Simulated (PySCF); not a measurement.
Simulated absorption spectrum

Compound: fluoromethane, CH₃F.
InChI=1S/CH3F/c1-2/h1H3

Computed, not measured: TDDFT PBE0/def2-SVPD, vertical, gas phase, core orbitals frozen in the response in PySCF. Geometry: GFN2-xTB; no solvent, vibrations or thermal averaging.

Computed states:

| state | E (eV) | f |
| --- | --- | --- |
| S1 | 9.31 | 0.027 |
| S2 | 9.31 | 0.027 |
| S3 | 10.02 | 0.020 |
| S4 | 10.02 | 0.020 |
| S5 | 11.32 | 0.041 |
| S6 | 11.32 | 0.041 |
| S7 | 11.33 | 0.0001 |
| S8 | 11.57 | 0.110 |

Broadening: Gaussians 0.5 eV wide at half height, area fixed by f = 4.319×10⁻⁹ ∫ε dν̃. The width is an assumption, not a result. The curve ends short of the highest state used, and states not computed would add to its high-energy end.

(1) Give the broadened spectrum and its maxima.

(2) Coming from long wavelengths, where does ε first pass 100 L mol⁻¹ cm⁻¹?

Answers

(1) 
```csv
E (eV),ε (L mol⁻¹ cm⁻¹)
8.56,5
8.67,30
8.77,112
8.88,370
8.98,864
9.09,1704
9.19,2502
9.30,2960
9.40,2753
9.51,2050
9.61,1458
9.71,1279
9.82,1587
9.92,2017
10.03,2196
10.13,1908
10.24,1269
10.34,694
10.45,278
10.55,101
10.66,57
10.76,140
10.87,479
10.97,1215
```

Maxima: 133 nm (9.31 eV), ε about 3000, made up of S1 (50%) and S2 (50%); 124 nm (10.01 eV), ε about 2200, made up of S3 (50%) and S4 (50%) (ε in L mol⁻¹ cm⁻¹; maxima over ε = 5, shares over 10%). At its high-energy end, 10.97 eV, the curve is still rising (ε about 1200, from S5 and S6).

(2) At about 142 nm (8.76 eV), 0.55 eV below S1.

On one thread, Arm Neoverse N1 (shared host), this took 3.0 s of wall time.
